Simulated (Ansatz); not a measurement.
**One shape, several levels: triplet C2H2O**

Wanted: a comparison of 6 runs (UHF/cc-pVTZ, UB3LYP/6-31G*, U-r2SCAN/cc-pVTZ, U-revPBE/cc-pVTZ, UMP2/cc-pVTZ) of triplet C2H2O. 

The results are computed with Ansatz 0.2.0.

27 further runs of the same task are left out: 27 set aside as unsound or not needed.

## Step 1: Starting point

C2H2O: 5 atoms, total charge 0, spin state triplet. As SMILES of the parent species, `C#CO`. The shape is that of a PBE0-D4/def2-TZVP optimisation. That shape belongs to the parent species and isn't relaxed for this state.

Bond lengths: C1–C2 1.198 Å, C2–O3 1.301 Å, C1–H4 1.062 Å, O3–H5 0.964 Å. Angles: C1–C2–O3 176.6°, C2–C1–H4 179.7°, C2–O3–H5 110.2°.

## Step 2: The energy at UHF/cc-pVTZ (run 1)

The input, molecule.yaml:

```yaml
crystal:
  periodic: [false, false, false]
  atoms:
    - {symbol: C, position_ang: [-1.027960, 0.038650, -0.424070]}
    - {symbol: C, position_ang: [0.009820, -0.053000, 0.166870]}
    - {symbol: O, position_ang: [1.097770, -0.176120, 0.869910]}
    - {symbol: H, position_ang: [-1.945390, 0.121870, -0.953240]}
    - {symbol: H, position_ang: [1.865760, 0.068610, 0.340550]}
basis:
  gaussian:
    orbitals: cc-pVTZ
magnetization:
  spin_polarized: true
  initial_magnetization: 2
hamiltonian:
  xc: hf
accuracy: high
output:
  orbitals: {seedname: orbitals}
```

The run is started by

```
$ ansatz run molecule.yaml --threads 1 --pin off --max-ram 3480MiB --events-out events.jsonl --progress --plain --runs-dir runs
```

Output:

```text
Warning: RAYON_NUM_THREADS=1 ignored (pool sized by the plan → 1); use --threads N
Functional definition: HF
  name "HF"
  exchange = exact_x
  correlation = 0
1888 factors; integrals over basis functions are off by at most 3.2e-9 eV
mean field evaluation 1: about -4120.4094 eV, gradient 1.7e1 eV
mean field evaluation 2: about -4120.4161 eV, gradient 1.7e1 eV
mean field evaluation 4: about -4122.2612 eV, gradient 3.6e0 eV
mean field evaluation 8: about -4122.5701 eV, gradient 4.3e-1 eV
mean field evaluation 16: about -4122.5978 eV, gradient 1.5e-2 eV
mean field evaluation 32: about -4122.5389 eV, gradient 3.8e-1 eV
mean field evaluation 64: about -4122.1317 eV, gradient 8.2e-1 eV
mean field evaluation 96: about -4121.9189 eV, gradient 5.5e0 eV
mean field evaluation 128: about -4122.4265 eV, gradient 1.3e0 eV
mean field evaluation 160: about -4123.3717 eV, gradient 6.0e-5 eV
mean field evaluation 192: about -4123.1543 eV, gradient 4.9e-1 eV
mean field evaluation 224: about -4122.0239 eV, gradient 2.4e-1 eV
mean field evaluation 256: about -4122.8687 eV, gradient 1.4e0 eV
mean field evaluation 288: about -4123.3703 eV, gradient 1.5e-1 eV
mean field evaluation 320: about -4123.3506 eV, gradient 9.4e-1 eV
mean field evaluation 352: about -4122.5777 eV, gradient 4.6e-1 eV
mean field evaluation 384: about -4123.3704 eV, gradient 1.4e-1 eV
mean field -4123.37166979 eV, -151.5311139430 hartree, gradient 7.4e-8 eV, S^2 2.020762; 4 other end points of the search recorded, 0 dependent functions left out
reference -4123.37166979 eV, -151.5311139430 hartree; 12, 10 occupied and 106, 108 virtual orbitals, 1888 factors
Total energy: -4123.37166979 eV, -151.5311139430 hartree
```

Run time: 22 s. Hardware: 1 thread of Arm Neoverse V1, shared host; peak memory 0.31 GiB.

## Step 3: The energy at UB3LYP/6-31G(d) (spherical functions) (run 2)

The input, in.yaml:

```yaml
crystal:
  periodic: [false, false, false]
  atoms:
    - symbol: C
      position_ang: [-1.027960, 0.038650, -0.424070]
    - symbol: C
      position_ang: [0.009820, -0.053000, 0.166870]
    - symbol: O
      position_ang: [1.097770, -0.176120, 0.869910]
    - symbol: H
      position_ang: [-1.945390, 0.121870, -0.953240]
    - symbol: H
      position_ang: [1.865760, 0.068610, 0.340550]
basis:
  gaussian:
    orbitals: 6-31G_st_-spherical.json
output:
  orbitals: {seedname: orbitals}
magnetization:
  spin_polarized: true
  initial_magnetization: 2
accuracy: high
total_charge: 0
hamiltonian:
  xc: {name: B3LYP}
```

The basis set 6-31G* is read from a file made from the Basis Set Exchange's data (not shown).

The run is started by

```
$ ansatz run in.yaml --threads 1 --pin off --max-ram 3480MiB --events-out events.jsonl --progress --plain --runs-dir runs
```

Output:

```text
Warning: RAYON_NUM_THREADS=1 ignored (pool sized by the plan → 1); use --threads N
Functional definition: B3LYP
  name "B3LYP"
  parameter a0 = 0.2
  parameter ax = 0.72
  parameter ac = 0.81
  exchange = (1 - a0 - ax)*slater_x + ax*b88_x + a0*exact_x
  correlation = (1 - ac)*vwn_rpa_c + ac*lyp_c
945 factors; integrals over basis functions are off by at most 2.7e-9 eV
mean field evaluation 1: about -4140.3163 eV, gradient 2.7e1 eV
mean field evaluation 2: about -4134.9572 eV, gradient 3.7e1 eV
mean field evaluation 4: about -4144.0598 eV, gradient 3.4e0 eV
mean field evaluation 8: about -4144.3186 eV, gradient 9.7e-1 eV
mean field evaluation 16: about -4144.3261 eV, gradient 3.7e-3 eV
mean field evaluation 32: about -4144.4721 eV, gradient 4.5e-5 eV
mean field -4144.47214335 eV, -152.3065420439 hartree, gradient 3.8e-8 eV, S^2 2.005729; 6 other end points of the search recorded, 0 dependent functions left out
reference -4144.47217113 eV, -152.3065430650 hartree; 12, 10 occupied and 34, 36 virtual orbitals, 945 factors
Total energy: -4144.47217113 eV, -152.3065430650 hartree
```

Run time: 8.4 s. Hardware: 1 thread of Arm Neoverse V1, shared host; peak memory 0.15 GiB.

Runs 3 to 4 aren't shown in full; the table further down has their settings and results.

## Step 4: A single-point energy at U-revPBE/cc-pVTZ (run 5)

Changes to molecule.yaml since step 2:

```diff
@@ -1 +1,4 @@
+basis:
+  gaussian:
+    orbitals: cc-pVTZ
 crystal:
@@ -8,5 +11,2 @@
     - {symbol: H, position_ang: [1.865760, 0.068610, 0.340550]}
-basis:
-  gaussian:
-    orbitals: cc-pVTZ
 magnetization:
@@ -15,5 +15,4 @@
 hamiltonian:
-  xc: hf
+  xc: {name: revPBE}
 accuracy: high
-output:
-  orbitals: {seedname: orbitals}
+output: {orbitals: {seedname: orbitals}}
```

The run is started by

```
$ ansatz run molecule.yaml --threads 1 --pin off --max-ram 3480MiB --events-out events.jsonl --progress --plain --runs-dir runs
```

Output:

```text
Warning: RAYON_NUM_THREADS=1 ignored (pool sized by the plan → 1); use --threads N
Functional definition: revPBE
  name "revPBE"
  parameter kappa = 1.245
  parameter beta = 0.06672455060314922
  exchange = pbe_x(kappa = kappa, mu = beta*pi^2/3)
  correlation = pbe_c(beta = beta)
1888 factors; integrals over basis functions are off by at most 3.2e-9 eV
mean field evaluation 1: about -4137.7776 eV, gradient 3.9e1 eV
mean field evaluation 2: about -4109.1704 eV, gradient 7.2e1 eV
mean field evaluation 4: about -4144.7548 eV, gradient 1.5e1 eV
mean field evaluation 8: about -4145.6318 eV, gradient 4.8e-1 eV
mean field evaluation 16: about -4145.6287 eV, gradient 7.6e-3 eV
mean field evaluation 32: about -4145.0223 eV, gradient 6.3e0 eV
mean field evaluation 64: about -4145.5537 eV, gradient 1.5e0 eV
mean field evaluation 96: about -4145.6296 eV, gradient 1.3e0 eV
mean field evaluation 128: about -4145.4831 eV, gradient 1.7e0 eV
mean field -4145.65162598 eV, -152.3498872312 hartree, gradient 2.3e-8 eV, S^2 2.004597; 16 other end points of the search recorded, 0 dependent functions left out
reference -4145.65162959 eV, -152.3498873638 hartree; 12, 10 occupied and 106, 108 virtual orbitals, 1888 factors
Total energy: -4145.65162959 eV, -152.3498873638 hartree
```

Run time: 28 s. Hardware: 1 thread of Arm Neoverse V1, shared host; peak memory 0.32 GiB.

## Step 5: The energy at UMP2/cc-pVTZ (run 6)

The input, in.yaml:

```yaml
basis:
  gaussian:
    orbitals: cc-pVTZ
crystal:
  periodic: [false, false, false]
  atoms:
    - {symbol: C, position_ang: [-1.027960, 0.038650, -0.424070]}
    - {symbol: C, position_ang: [0.009820, -0.053000, 0.166870]}
    - {symbol: O, position_ang: [1.097770, -0.176120, 0.869910]}
    - {symbol: H, position_ang: [-1.945390, 0.121870, -0.953240]}
    - {symbol: H, position_ang: [1.865760, 0.068610, 0.340550]}
magnetization:
  spin_polarized: true
  initial_magnetization: 2
correlation:
  method: mp2
  frozen_orbitals: {C: 1, H: 0, O: 1}
accuracy: high
```

The run is started by

```
$ ansatz run in.yaml --threads 1 --pin off --max-ram 3480MiB --events-out events.jsonl --progress --plain --runs-dir runs
```

Output:

```text
Warning: RAYON_NUM_THREADS=1 ignored (pool sized by the plan → 1); use --threads N
[... 4 set-up lines as earlier in the session ...]
1888 factors; integrals over basis functions are off by at most 3.2e-9 eV
mean field evaluation 1: about -4120.4094 eV, gradient 1.7e1 eV
mean field evaluation 2: about -4120.4161 eV, gradient 1.7e1 eV
mean field evaluation 4: about -4122.2612 eV, gradient 3.6e0 eV
mean field evaluation 8: about -4122.5701 eV, gradient 4.3e-1 eV
mean field evaluation 16: about -4122.5978 eV, gradient 1.5e-2 eV
mean field evaluation 32: about -4122.2970 eV, gradient 2.4e0 eV
mean field evaluation 64: about -4123.3717 eV, gradient 2.2e-5 eV
mean field evaluation 96: about -4122.0640 eV, gradient 9.0e-1 eV
mean field evaluation 128: about -4123.3700 eV, gradient 1.6e-1 eV
mean field evaluation 160: about -4122.8772 eV, gradient 1.7e0 eV
mean field evaluation 192: about -4123.3709 eV, gradient 5.7e-2 eV
mean field evaluation 224: about -4122.6057 eV, gradient 5.7e-2 eV
mean field evaluation 256: about -4123.3700 eV, gradient 1.6e-1 eV
mean field -4123.37166979 eV, -151.5311139430 hartree, gradient 1.6e-8 eV, S^2 2.020762; 18 other end points of the search recorded, 0 dependent functions left out
3 core orbitals not correlated: weight in the atoms' cores, before any rotation towards them, 1.000 or more for the frozen orbitals, at most 0.000 for the correlated occupied ones
reference -4123.37166979 eV, -151.5311139430 hartree; 9, 7 occupied and 106, 108 virtual orbitals, 1888 factors
second order -13.33861722 eV of doubles, -0.00000000 eV of singles
Total energy: -4136.71028700 eV, -152.0212990844 hartree
```

Run time: 28 s. Hardware: 1 thread of Arm Neoverse V1, shared host; peak memory 0.31 GiB.

## Step 6: Overview of the runs

```tsv
run	level	Cartesian functions	frozen core orbitals	energy (Eh)	HOMO energy (eV)	⟨S²⟩	wall time
1	UHF/cc-pVTZ	no	–	-151.531114	-5.06	2.021	22 s
2	UB3LYP/6-31G* (spherical functions)	no	–	-152.306543	-1.03	2.006	8.4 s
3	UB3LYP/6-31G* (Cartesian functions)	yes	–	-152.309357	-1.04	2.006	8.1 s
4	U-r2SCAN/cc-pVTZ	no	–	-152.305535	-1.26	2.010	71 s
5	U-revPBE/cc-pVTZ	no	–	-152.349887	-1.07	2.005	28 s
6	UMP2/cc-pVTZ	no	3	-152.021299	–	2.021	28 s
```

## Step 7: Results

| quantity | value |
| --- | --- |
| run 6: total energy | -152.02130 Eh |
| run 6: correlation energy (3 core orbitals frozen) | -490.2 mEh |
| run 6: ⟨S²⟩ of the reference determinant | 2.021 |

**Reading.** Totals of different functionals can't be ranked against each other. All runs together took 2.7 min, the longest 71 s.
